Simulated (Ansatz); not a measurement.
System: CHOS, charge 1, multiplicity 1. It need not be the lowest isomer of its formula. 
Geometry from a B3LYP-D3(BJ)/def2-TZVP (Ansatz, a quantum-chemistry and plane-wave program) optimisation:
```
C
O 1 1.2311
H 2 0.9839 1 119.87
S 1 1.4978 2 174.87 3 -180.00
```
Charge +1, spin multiplicity 1.

Basis-set convergence of Hartree-Fock and CCSD(T) correlation energies (hartree) with Ansatz. Cores are frozen in the correlated levels unless marked. Spin-orbit coupling is left out. No relativistic terms.

| basis | functions | E(HF) | E(corr, CCSD(T)) | rough core time |
|---|---|---|---|---|
| cc-pV(D+d)Z | 56 | -510.53154 | -0.47115 | under 20 s |
| cc-pV(T+d)Z | 113 | -510.58194 | -0.58199 | under 20 s |
| cc-pV(Q+d)Z | 204 | -510.59402 | -0.61852 | 40 s |

Extrapolating the two largest sets (X = 3 and 4) as X^-3: E(corr) = (64·(-0.61852) - 27·(-0.58199))/37 = -0.6452 Eh, an estimate of the basis-set limit. The largest set recovers 95.9 % of it, the smallest 73.0 %.
